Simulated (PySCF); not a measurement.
Species: phosphabenzene, C₅H₅P.
Z-matrix (Å and degrees, PBE0-D3(BJ)/def2-SVP geometry), rows numbered from 1:
```
C 
C   1  1.3958
C   2  1.3914  1  123.19
P   3  1.7379  2  125.46  1     0.02
C   4  1.7377  3  100.13  2     0.03
C   5  1.3914  4  125.47  3    -0.07
H   1  1.0929  2  118.72  3   179.97
H   2  1.0949  1  118.18  3  -179.99
H   3  1.0954  2  117.97  1  -179.98
H   5  1.0955  4  116.59  3   179.99
H   6  1.0949  1  118.18  2  -179.99
```

Computed with PySCF at wB97X-D/def2-SVPD, non-relativistic, on one gas-phase PBE0-D3(BJ)/def2-SVP geometry that isn't relaxed in the solvent. The solvent is an IEF-PCM continuum (cavity from Bondi-type radii × 1.2). Only the electrostatic response of the medium enters.

Gas phase at wB97X-D/def2-SVPD: HOMO -8.87 eV, LUMO 0.18 eV, dipole 1.68 D.

**Question.** What does the continuum do to the energy, the frontier levels and the dipole at wB97X-D/def2-SVPD in chloroform and dimethylsulfoxide?

**Answer.** 
```json
{"solvent": "chloroform", "ε": "4.711", "E(solvent) − E(gas) (kJ/mol)": "-8.75", "polarisation term (kJ/mol)": "-9.97", "distortion of the solute (kJ/mol)": "1.22", "HOMO (eV)": "-8.88", "LUMO (eV)": "0.16", "dipole (D)": "2.21"}
{"solvent": "dimethylsulfoxide", "ε": "46.83", "E(solvent) − E(gas) (kJ/mol)": "-12.70", "polarisation term (kJ/mol)": "-15.33", "distortion of the solute (kJ/mol)": "2.63", "HOMO (eV)": "-8.91", "LUMO (eV)": "0.13", "dipole (D)": "2.45"}
```

Polarisation term: ½ Σ q·V over the induced surface charges. Distortion: the rise of the solute's own energy as its density leaves the gas-phase optimum. From chloroform to dimethylsulfoxide the lowering changes by a factor 1.45, Onsager's factor (ε − 1)/(2ε + 1) by 1.36 and ε itself by 9.9.

**Question.** Which radius a makes the point-dipole formula ΔE = −[(ε − 1)/(2ε + 1)]·μ²/a³ give the value in dimethylsulfoxide, with the gas-phase dipole?

**Answer.** μ = 0.662 au and |ΔE| = 0.00484 Eh give a = 1.87 Å; the farthest nucleus lies 2.70 Å from the centroid of the nuclei, so such a sphere wouldn't even hold the nuclei. The formula assumes a rigid point dipole at the centre of a sphere.

**Question.** How does the static polarisability (wB97X-D/def2-SVPD, frozen core, with the continuum's full static response) change?

**Answer.** 
```json
{"medium": "gas", "isotropic (au)": "80.7", "principal values (au)": "51.1, 90.5, 100.3", "⟨r²⟩ of the electrons (bohr²)": "585.5"}
{"medium": "chloroform", "isotropic (au)": "106.9", "principal values (au)": "65.6, 119.2, 135.9", "⟨r²⟩ of the electrons (bohr²)": "584.9"}
{"medium": "dimethylsulfoxide", "isotropic (au)": "120.6", "principal values (au)": "75.2, 133.0, 153.4", "⟨r²⟩ of the electrons (bohr²)": "584.5"}
```

The isotropic value in dimethylsulfoxide is 1.49 times the gas-phase one; no cavity-field correction is applied. ⟨r²⟩ is taken about the centre of nuclear charge.

Note: wB97X-D ran without an empirical dispersion term, which enters the total energy and its gradient alone.
